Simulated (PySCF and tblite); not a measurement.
Results of a calculation; reference values are marked as such.
C5H5N, numbered as in [CH:1]#[C:2][CH2:3][CH2:4][C:5]#[N:6].

Free energies: PBE0-D3(BJ)/def2-TZVP on PBE0-D3(BJ)/def2-SVP structures plus GFN2-xTB thermal terms, symmetry and mirror images included. Conformers within 4 kcal/mol (GFN2-xTB free energy) were kept, 7 at most. Run with PySCF (density fitting) and tblite.

Torsions listed: C2–C3–C4–C5. Of a mirror pair one member is shown.

| conformer | shape | symmetry | dipole D |
| --- | --- | --- | --- |
| 1 | -65° | C1 (pair) | 4.04 |
| 2 | 180° | Cs | 3.53 |

Which of these conformers is the most populated at 298.15 K, and with what share?

Conformer 2, about 63 %. The lead over the next is within the error of the method.

Give the DFT energies and free energies relative to the lowest, and all weights.


```tsv
conformer	shape	E(DFT) kcal/mol	G(298.15 K) kcal/mol	weight %
1	-65°	0.76	0.32	36.7
2	180°	0.00	0.00	63.3
```

How does its share change from 150 K to 400 K?

From 87 % to 55 %; the mixing entropy goes from 0.96 to 1.99 cal/(mol K).
